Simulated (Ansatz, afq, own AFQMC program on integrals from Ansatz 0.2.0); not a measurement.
**CH$_{3}$⁺, singlet in cc-pVDZ along one coordinate**

```xyz
4

C     0.0000    0.0000    0.0000
H     1.0932    0.0139   -0.0002
H    -0.5586    0.9397   -0.0028
H    -0.5345   -0.9536    0.0030
```

All coordinates are scaled about the centre. Energies in kcal/mol count from this geometry (1.000) at the same level; the start stands on RHF, each point on the determinant named.

Basis cc-pVDZ. Noble-gas cores (and the filled d shells of Ga–Kr and In–Xe) are frozen. Ansatz 0.2.0 and our own AFQMC program on the same integrals; the CISD trial comes from CCSD amplitudes, and released means the phaseless constraint is let go. ± is one standard error of the sampling.

Cautions, each for one point or more: (T) is large; an unrestricted solution with more broken spin lies lower; cluster runs in doubt by the program's own checks; raised T1 diagnostic; restricted determinant unstable towards unrestricted; strong correlation; unrestricted determinant spin contaminated; walk and cluster series may follow different spin states.

| scale of all distances | det. | T1 | weight | ⟨S²⟩ | CCSD(T) | ph-AFQMC/CISD | released AFQMC | FCI | CCSDT(Q) | PBE0 | r2SCAN |
| --- | --- | --- | --- | --- | --- | --- | --- | --- | --- | --- | --- |
| 0.871 | RHF | 0.004 | 0.96 | pure | 37.9 | 38.0 ± 0.03 | 38.0 ± 0.02 | 38.0 | 38.0 | 36.5 | 36.0 |
| 1.133 | RHF | 0.006 | 0.94 | pure | 16.6 | 16.5 ± 0.04 | 16.4 ± 0.03 | 16.4 | 16.5 | 16.8 | 16.9 |
| 1.294 | RHF | 0.009 | 0.92 | pure | 66.4 | 66.2 ± 0.06 | 66.0 ± 0.04 | 66.1 | 66.1 | 66.6 | 66.0 |
| 1.506 | RHF | 0.015 | 0.88 | pure | 141.5 | 141.1 ± 0.1 | – | 140.7 | 140.7 | 143.1 | 140.7 |
| 1.727 | RHF | 0.024 | 0.83 | pure | 208.9 | 209.3 ± 0.2 | – | 207.1 | 207.2 | 215.1 | 209.9 |
| 1.975 | UHF‡ | 0.125 | 0.64 | 1.33 | 266.0 | 264.7 ± 0.2 | – | 258.9 | 259.3 | 268.0§ | 258.7§ |
| 2.446 | UHF | 0.042 | 0.87 | 1.95 | 309.4 | 308.7 ± 0.1 | – | 303.9 | 305.1 | 301.0§ | 294.7§ |

Weight is that of the determinant in the CISD state; at the start T1 is 0.004 and the weight 0.95. A double dagger marks points where the walks on two determinants ended up to 1.5 kcal/mol apart; the lower is shown. Symmetry can't show for every point that it stays on the start's state. A dash marks a missing value, a released energy that hasn't settled or a functional that sits on another state. § marks a functional whose ⟨S²⟩ is too high by over 0.1. Largest departures from full CI: CCSD(T) 7.1 kcal/mol at 1.975 (on UHF), ph-AFQMC/CISD 5.8 kcal/mol at 1.975 (on UHF), released AFQMC 0.0 kcal/mol at 1.294 (on RHF) (within the noise), CCSDT(Q) 1.2 kcal/mol at 2.446 (on UHF), PBE0 8.1 kcal/mol at 1.727, r2SCAN 2.9 kcal/mol at 1.727. Functionals count only at points shown to share the start's state and spin. In this small basis the wave-function levels are far from their limit, so their gap to the functionals isn't the functionals' error.

Some points may be missing: those where a free walk finds a much lower state, and past Zn most of those on another determinant than at the start.

CCSDT and higher add their correlation energy to the determinant of the CCSD(T) run, since their own runs factorise the integrals more tightly (a shift of under 2 meV). A walk keeps the symmetry of its determinant, which the program's search chose and which needn't be the lowest solution, so a lower state of the same spin and another symmetry isn't excluded. Released energies are given only where the last usable release times agree within the noise; a slower fall can still hide under it.
